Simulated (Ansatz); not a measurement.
The same path of CH4BCl + H2 (9 atoms, charge 0, multiplicity 1) was run 3 times with different band settings. Lost on the way: B1–Cl2, H8–H9. Made: B1–H8, Cl2–H9.

Method: Ansatz 0.2.0, RKS PBE0/def2-SVP.

Relaxed end points:

```xyz
9
Properties=species:S:1:pos:R:3
B 0.169 -0.694 -0.024
Cl 0.012 -0.316 1.687
C 1.485 -0.420 -0.803
H 1.771 -1.308 -1.393
H 1.273 0.367 -1.552
H 2.333 -0.095 -0.183
H -0.814 -1.157 -0.549
H -0.349 3.511 1.152
H -0.277 2.782 1.360
```

```xyz
9
Properties=species:S:1:pos:R:3
B 0.053 0.469 -0.421
Cl 0.077 0.234 2.276
C 1.439 -0.141 -0.806
H 1.538 -1.220 -0.613
H 1.489 -0.019 -1.908
H 2.308 0.393 -0.397
H -0.962 -0.187 -0.503
H -0.067 1.670 -0.279
H -0.274 1.470 2.346
```

Common settings: spring 5.0 eV/Å²; optimiser quadratic models (default); start path through a guess of the saddle point; iteration limit 60; end points relaxed.

| run | movable images | climbing image | force threshold |
| --- | --- | --- | --- |
| 1 | 5 | yes | 0.03 eV/Å |
| 2 | 4 | no | 0.03 eV/Å |
| 3 | 5 | yes | 0.2 eV/Å |

**Question.** What does each run give, and how far can it be trusted?

**Answer.** Run 1: converged after 18 iterations, highest image 1.050 eV above the first end. A vibrational analysis at the climbing image gives one clearly imaginary mode, 560i cm⁻¹: a first-order saddle point.
Run 2: converged after 15 iterations, highest image 0.866 eV above the first end. No image climbed, so the highest image needn't sit at the top of the path.
Run 3: converged after 9 iterations, highest image 1.082 eV above the first end. The threshold of 0.2 eV/Å is loose, so the images may lie well off the minimum-energy path. The order of the stationary point at the top wasn't checked.
The orbitals stay closed-shell, which can raise the energy where a bond breaks towards radicals; this wasn't checked here.
